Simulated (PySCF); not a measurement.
Computed with PBE-D3(BJ)/def2-TZVP // PBE0-D4/def2-SVP run with PySCF. Gas-phase values, no solvent. 

Reference species (SMILES): `N` (neutral, multiplicity 1).

```yaml
dipole_moment: 1.75 D
HOMO–LUMO gap: 6.26 eV
```

Changed species: `CO` (free base CH3OH; the reference has free base NH3).

Q: Give the shifts of the dipole moment and HOMO–LUMO gap.

A: the dipole moment decreases by 0.17 D, to 1.58 D; the HOMO–LUMO gap rises by 0.12 eV, to 6.38 eV.
